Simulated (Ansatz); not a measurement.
Input file:

```yaml
crystal:
  periodic: [false, false, false]
  atoms:
    - {symbol: O, position_ang: [-0.174462, -0.049094, 0.000000]}
    - {symbol: H, position_ang: [-0.423772, 0.877481, 0.000000]}
    - {symbol: H, position_ang: [1.190538, -0.049094, 0.000000]}
    - {symbol: H, position_ang: [2.002538, -0.049094, 0.000000]}
basis:
  gaussian: {orbitals: 6-31G}
magnetization: {spin_polarized: false, initial_magnetization: 1}
correlation: {method: fci, electrons: outside_noble_gas}
```

```sh
$ ansatz run in.yaml --threads 1 --pin off --events-out ev --progress --plain --max-ram 2393MiB
```

Output:

```
269 factors; integrals over basis functions are off by at most 2.2e-8 eV
mean field evaluation 1: about -2077.9510 eV, gradient 2.4e1 eV
mean field evaluation 2: about -2077.9518 eV, gradient 2.4e1 eV
mean field evaluation 4: about -2080.0874 eV, gradient 3.4e0 eV
mean field evaluation 8: about -2080.3570 eV, gradient 4.2e-1 eV
mean field evaluation 16: about -2079.8146 eV, gradient 4.5e0 eV
mean field evaluation 32: about -2080.3594 eV, gradient 7.9e-2 eV
mean field -2080.35945698 eV, -76.4517999259 hartree, gradient 2.4e-6 eV, S^2 0.750000; 6 other end points of the search recorded, 0 dependent functions left out
mean field evaluation 64: about -2080.1282 eV, gradient 2.8e0 eV
determinant -2080.35945698 eV, -76.4517999259 hartree, with singles and doubles -2084.11105629 eV, -76.5896686576 hartree
determinant -2079.91450972 eV, -76.4354484155 hartree, with singles and doubles -2083.27402529 eV, -76.5589083354 hartree
1 core orbitals not correlated: weight in the atoms' cores, before any rotation towards them, 1.000 or more for the frozen orbitals, at most 0.000 for the correlated occupied ones
reference -2080.35945698 eV, -76.4517999259 hartree; 5, 4 occupied and 9, 10 virtual orbitals, 269 factors
state -2084.16045712 eV, -76.5914841043 hartree
Total energy: -2084.16045712 eV, -76.5914841043 hartree
```

Ran on 1 thread of Arm Neoverse V1, shared host: 8 s wall, 0.17 GiB peak host memory.
